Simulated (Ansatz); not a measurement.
What a trial cell of Ge₃Br₂ relaxes into

These are results of DFT PBE, scalar-relativistic, plane waves, PAW (Ansatz 0.2.0), not measurements. Cutoff 420 eV, Γ-centred k mesh, Gaussian smearing, no spin polarisation in the final step.

A relaxed cell is given with its space group left out.

```xyz
5
Lattice="4.0517 0.0000 0.0000 -2.0259 3.5089 0.0000 0.0000 0.0000 12.2433" Properties=species:S:1:pos:R:3 pbc="T T T"
Ge    0.0000    0.0000    0.0000
Ge    0.0000    2.3393    6.4607
Ge    2.0259    1.1696    5.7826
Br    0.0000    2.3393    1.6160
Br    2.0259    1.1696   10.6273
```

The zero of energy is the elements' standard structures at the same level; no fitted shifts are applied.

Q: What space group does it have?

A: P-3m1 (No. 164). Conventional cell: a = 4.052 Å, c = 12.243 Å. Ge on Wyckoff site a (1 atom of the primitive cell) is coordinated by 6 Br at 2.84 Å; around Ge on Wyckoff site d (2 atoms of the primitive cell) lie 3 Ge at 2.44 Å; Br has 3 Ge at 2.84 Å.

Q: What is its formation energy per atom?

A: -0.16 eV/atom.

Q: Is it a metal?

A: Yes, bands cross the Fermi level on the 12×12×4 mesh.

The final run used a 12×12×4 mesh on its 5-atom cell and 0.10 eV smearing. For metals, differences of a few meV/atom aren't resolved. No dispersion correction is applied, so the spacing between layers, chains or molecules is poorly fixed, and with it the volume and density. The cell came from a trial start, so Ge₃Br₂ may not exist in this structure.

Cost: 3 runs of about 5.4 core-minutes in all, on Arm Neoverse V1 (shared hosts).